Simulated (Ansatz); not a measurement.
Predict the output of the script below (Ansatz's Python interface).

Input file `ch2os.xyz`:
```text
5

O    -0.89920   -0.30650    0.12010
C     0.36120    0.01750    0.05600
S     1.30820   -0.62740    1.20720
H    -1.35450    0.17750   -0.62080
H     0.63420    0.66530   -0.80400
```

`cas_ch2os.py`:
```python
'''Static correlation in CH2OS: natural occupations of an active space.'''

import ansatz as az

params = {
    'basis': 'cc-pVDZ',
}

mol = az.Crystal.molecule_from_extxyz('ch2os.xyz')

calc = (
    mol.calculation()
    .basis(gaussian=params['basis'])
    .correlation(active_electrons=4, active_orbitals=5)
)
for method in [None, 'sc_nevpt2']:
    rep = (calc if method is None else calc.correlation(method)).run(threads=1, backend='cpu').report
    space = rep['configurations']
    state = space['states'][0]
    print(method or 'casscf', f'total {rep["free_energy_ev"] / 27.211386246:.6f} Ha, active-space state {state["energy"]["hartree"]:.6f} Ha, mean field {rep["reference_energy_ev"] / 27.211386246:.6f} Ha')
    print('  determinants', state['n_determinants'], ' natural occupations', [round(n, 3) for n in space['natural_occupations']])
print('effectively unpaired electrons, sum of min(n, 2 - n):', round(sum(min(n, 2 - n) for n in space['natural_occupations']), 3))
```

```console
$ python cas_ch2os.py
casscf total -511.455395 Ha, active-space state -511.455395 Ha, mean field -511.400731 Ha
  determinants 100  natural occupations [1.969, 1.933, 0.067, 0.026, 0.005]
sc_nevpt2 total -511.847323 Ha, active-space state -511.455374 Ha, mean field -511.400731 Ha
  determinants 100  natural occupations [1.969, 1.933, 0.067, 0.026, 0.005]
effectively unpaired electrons, sum of min(n, 2 - n): 0.196
```

Caveats:
- Total energies depend on the basis set; only differences at equal settings carry meaning.
- The geometry is a force-field or estimated start, not a minimum of this method, and the basis set is short of its limit. The active space starts as a window about the frontier orbitals and is then optimised, not chosen by chemistry.
- It ran for 3.8 s on 1 thread of Arm Neoverse V2, on a shared host, peak memory 0.16 GiB.
